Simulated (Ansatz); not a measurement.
Crystal: I2O3, cubic X2O3 (oxygen-deficient fluorite) type, 10 atoms in the cell.

Space group Pn-3m, simple cubic cell, positions in fractions of the edge: I (0.25 0.25 0.25), (0.75 0.75 0.25), (0.75 0.25 0.75), (0.25 0.75 0.75); O (0.5 0 0), (0 0.5 0), (0 0 0.5), (0.5 0.5 0), (0.5 0 0.5), (0 0.5 0.5).

Theory: Ansatz 0.2.0 development build, PBE, plane waves, PAW datasets (generated soft set 1).

Cutoff 420 eV; k-mesh 10×10×10 Γ-centred; Fermi–Dirac smearing of 0.0612 eV; no spin polarisation; no spin–orbit coupling.

The fit to the energies gives V₀ = 16.767 Å³/atom (a₀ = 5.514 Å), B₀ = 91.7 GPa, B₀′ = 4.47.

What pressure does the program print at V = 17.108 Å³/atom, and how far above the lowest computed point (V = 16.773 Å³/atom) does the energy lie?

-1.76 GPa and 1.92 meV/atom. All points:

```json
{"V (Å³/atom)": "15.766", "a (Å)": "5.4023", "E − E(min) (meV/atom)": "19.12", "P (GPa)": "6.47"}
{"V (Å³/atom)": "16.102", "a (Å)": "5.4403", "E − E(min) (meV/atom)": "8.14", "P (GPa)": "4.06"}
{"V (Å³/atom)": "16.437", "a (Å)": "5.4778", "E − E(min) (meV/atom)": "1.93", "P (GPa)": "1.91"}
{"V (Å³/atom)": "16.773", "a (Å)": "5.5148", "E − E(min) (meV/atom)": "0.00", "P (GPa)": "-0.03"}
{"V (Å³/atom)": "17.108", "a (Å)": "5.5514", "E − E(min) (meV/atom)": "1.92", "P (GPa)": "-1.76"}
{"V (Å³/atom)": "17.443", "a (Å)": "5.5874", "E − E(min) (meV/atom)": "7.26", "P (GPa)": "-3.32"}
{"V (Å³/atom)": "17.779", "a (Å)": "5.6230", "E − E(min) (meV/atom)": "15.69", "P (GPa)": "-4.71"}
```

The published all-electron PBE values for this crystal (mean of FLEUR and WIEN2k, k-spacing 0.06 Å⁻¹; Bosoni et al., Nat. Rev. Phys. 6, 45 (2024)) are V₀ = 16.770 Å³/atom, B₀ = 91.9 GPa, B₀′ = 4.58. This run's mesh is coarser (spacing 0.11 Å⁻¹), so part of any difference comes from k-sampling.

The stress includes the program's correction for the finite plane-wave basis.

This cubic structure is a model: it isn't the usual form of the substance at ambient conditions, and such phases are metastable or hypothetical. The k-mesh is modest, so these values aren't fully converged in k.
